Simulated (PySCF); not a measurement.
C₅H₇F.
Geometry (GFN2-xTB, Å), atoms numbered from 1 in this order:
```
atom  x, y, z in Å
C1     2.1272    0.3743    0.4541
C2     1.2439    0.0877   -0.4822
C3     0.0367   -0.7786   -0.2664
C4    -1.2108    0.0199   -0.4789
C5    -2.0839    0.2645    0.4771
F6    -3.1906    0.9992    0.2589
H7     2.9766    1.0071    0.2616
H8     2.0406   -0.0153    1.4554
H9     1.3490    0.4931   -1.4800
H10    0.0486   -1.1963    0.7408
H11    0.0562   -1.5999   -0.9899
H12   -1.3706    0.4293   -1.4658
H13   -2.0272   -0.0845    1.4977
```

The closed-shell SCF was solved with PySCF and density fitting under several settings on one GFN2-xTB geometry (grid level 2 and gas phase unless stated).

| settings | basis functions | SCF cycles | E (Eh) | HOMO (eV) | LUMO (eV) | dipole (D) |
| --- | --- | --- | --- | --- | --- | --- |
| PBE0/pcSseg-1 | 137 | 14 | -294.1634 | -7.28 | 0.04 | 1.56 |
| PBE0/def2-SVPD | 179 | 14 | -293.9948 | -7.35 | -0.10 | 1.63 |

Problem. Estimate the rows for these settings: (1) LC-wPBE/IGLO-II, IEF-PCM methanol; (2) HSE06/6-31G, fitting basis def2-universal-jkfit, energy threshold 1e-07 Eh.

Solution. 
```
                                                                  settings  basis functions  SCF cycles     E (Eh)  HOMO (eV)  LUMO (eV)  dipole (D)
                                         LC-wPBE/IGLO-II, IEF-PCM methanol              174          13  -294.4280      -9.94       2.44        1.95
HSE06/6-31G, fitting basis def2-universal-jkfit, energy threshold 1e-07 Eh               68           9  -294.1481      -6.67       0.06        1.76
```

Problem. Over all rows, what range does the HOMO–LUMO gap span?

Solution. From 6.73 eV (HSE06/6-31G, fitting basis def2-universal-jkfit, energy threshold 1e-07 Eh) to 12.38 eV (LC-wPBE/IGLO-II, IEF-PCM methanol). The functional of the narrowest has 25 % exact exchange at short range alone, that of the widest range-separated exact exchange.

Problem. Compare two rows with the functional PBE0: PBE0/pcSseg-1 and PBE0/def2-SVPD. Which energy is lower, and by how much?

Solution. PBE0/pcSseg-1 (137 functions) lies 0.1686 Eh or 106 kcal/mol below PBE0/def2-SVPD (179 functions). The smaller set gives the lower energy; the two sets aren't nested, so the variational bound doesn't order them by size.

Whole jobs, the steps after the SCF included, on Arm Neoverse V2, one thread, on a shared host:

```tsv
settings	work after the SCF	wall time	peak memory
PBE0/pcSseg-1	shieldings, charges and field gradients	11 s	0.64 GiB
PBE0/def2-SVPD	6 singlets by full TDDFT, 2 Tamm–Dancoff triplets, polarisability	19 s	0.73 GiB
LC-wPBE/IGLO-II, IEF-PCM methanol	shieldings	15 s	0.80 GiB
HSE06/6-31G, fitting basis def2-universal-jkfit, energy threshold 1e-07 Eh	spin–spin couplings from 13 perturbed nuclei, spin–dipole term for 1 of them	9.5 s	0.44 GiB
```

Cycle counts include a coarse-grid stage where the run had one. One conformer (not necessarily the lowest) at the GFN2-xTB geometry, without vibrations or thermal averaging.
